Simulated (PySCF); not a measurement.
Structure from NMR data

An unknown has the formula C$_{2}$H$_{3}$N. Its calculated NMR data are:

¹H NMR (400 MHz, computed): δ 7.37 (br s, 1H), 3.13 (s, 2H).

¹³C{¹H} NMR (computed): δ 204.7 (C), 30.7 (CH2).

PySCF 2.14.0 with density-fitted response routines calculation with structure optimised with PBE0-D3(BJ)/def2-TZVP and GIAO B97-2/pcSseg-2 shieldings; no solvent model, non-relativistic, single conformer, rapidly exchanging positions averaged.

Scale: ¹H (σ = 31.64 ppm), ¹³C (σ = 185.38 ppm) vs TMS (reference shieldings calculated alike).

Task: Deduce the structure.

Result: 
1. Rings plus π bonds: 2 (no ring in the answer).
2. 2 carbon signals for 2 carbons: no two carbons are equivalent.
3. Carbon types of the structure: 1 × C, 1 × CH2, leaving 1 H on heteroatoms.
4. δC 204.7: cumulene carbon.
5. δC 30.7: terminal =CH2 carbon.
6. δH 7.37: hydrogen on a heterocumulene nitrogen; exchangeable, gas-phase position.
7. δH 3.13: hydrogen on a terminal =CH2 carbon.

The compound is Ethenimine (N=C=C).

OH/NH shifts are gas-phase values; hydrogen bonding in solution moves them, usually downfield. Shifts are as computed. Against solution values, carbons near 30 ppm lie about +3 ppm off and those near 130 ppm about +7 ppm. Of 1211 compounds with measured shifts, 218 miss one by over three times the rms of a fit or turn the order of signals round; such compounds aren't used in these exercises.
